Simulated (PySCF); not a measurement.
nitrogen trifluoride cation (F3N), SMILES FN(F)F (connectivity only; charge and spin as stated), charge +1, multiplicity 2. Atoms are numbered in the order given.

```xyz
4

F      1.0880     0.6281    -0.0706
N      0.0000     0.0000     0.2724
F     -1.0880     0.6281    -0.0706
F      0.0000    -1.2563    -0.0706
```
Charge +1, spin multiplicity 2.

The structure is a stationary point at PBE-D3(BJ)/def2-TZVP. The multiplicity is an assumed one; other spin states were not compared.

Method: PBE/def2-TZVPD run with PySCF.

Mulliken values depend strongly on the basis, most of all with diffuse functions as here. ESP charges are fitted to the potential on shells at 1.4 to 2.0 van der Waals radii. Atomic charges (e):

```csv
atom,Mulliken,ESP fit,Mulliken spin
F1,0.12,0.20,0.14
N2,0.64,0.40,0.57
F3,0.12,0.20,0.14
F4,0.12,0.20,0.14
```
